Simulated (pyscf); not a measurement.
PySCF, gas phase, ωB97X-D3(BJ)/def2-SVP geometries. MP2 and CC: frozen core, UHF for open shells. ΔMP2 is the change of the MP2 total energy from the triple- to the quadruple-zeta basis.

Task: H₂N–SiH(Cl)–Cl → Cl–Si:–Cl [singlet] + NH₃
Surface: singlet. Broken: N–Si, H–Si. Formed: H–N. Give ΔE‡ and ΔE from CCSD/def2-TZVPP, relative to the reactant's lowest minimum found.

Result: ΔE‡ = 77.4 kcal/mol, ΔE = +50.1 kcal/mol. CCSD(T)/def2-TZVPP + ΔMP2(QZVPP) gives 73.6 kcal/mol and +50.2 kcal/mol. Zero-point energy shifts the barrier by -1.9 kcal/mol. It is a 1,1-elimination, with an imaginary mode of 1615i cm⁻¹. On the product side the descent ends in an adduct with a N–Si contact, 26.0 kcal/mol under the separated species and 47.8 kcal/mol under the saddle at ωB97X-D3(BJ)/def2-TZVP. What is counted as broken (N–Si) persists as a longer contact in the product adduct; parting that adduct is a step of its own. At ωB97X-D3(BJ) the barrier from the zero used here is 76.0 kcal/mol. This is the saddle that the search found; another between the same sides may lie lower. The CCSD(T) − MP2 part came from Ansatz, without density fitting, on the same reference.
